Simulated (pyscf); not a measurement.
Structures and frequencies: ωB97X-D3(BJ)/def2-SVP in PySCF.

**Question.** Estimate by transition-state theory the rate constant of `[Cl][BH][Cl]` + `[FH]` → `[F][B]([Cl])[Cl]` + `[H][H]` (singlet surface; B–H, F–H broken, B–F, H–H formed) at 900 K, with ωB97M-D3(BJ)/def2-TZVP energies (ideal gas, 1 atm, RRHO with modes under 100 cm⁻¹ raised to 100, one conformer, R ln 2 for chiral ones without a mode under 150 cm⁻¹; no tunnelling).

**Answer.** The electronic barrier is 20.7 kcal/mol and the thermal terms add +29.8, so ΔG‡ = 50.5 kcal/mol. With k_BT/h = 1.88e+13 s⁻¹ and RT = 1.788 kcal/mol, and a volume of 1.23e-19 cm³ per molecule at 1 atm, k = 1.3e-18 cm³ molecule⁻¹ s⁻¹. Wigner's tunnelling factor for 1237i cm⁻¹ would be 1.16. A shift of 1 kcal/mol in the barrier changes k by a factor 1.7. The same reactants have a lower exit, to HCl + F–BH–Cl (barrier +11.7 kcal/mol at ωB97M-D3(BJ)/def2-TZVP, against +20.7 kcal/mol here). This is the saddle that the search found; another between the same sides may lie lower.
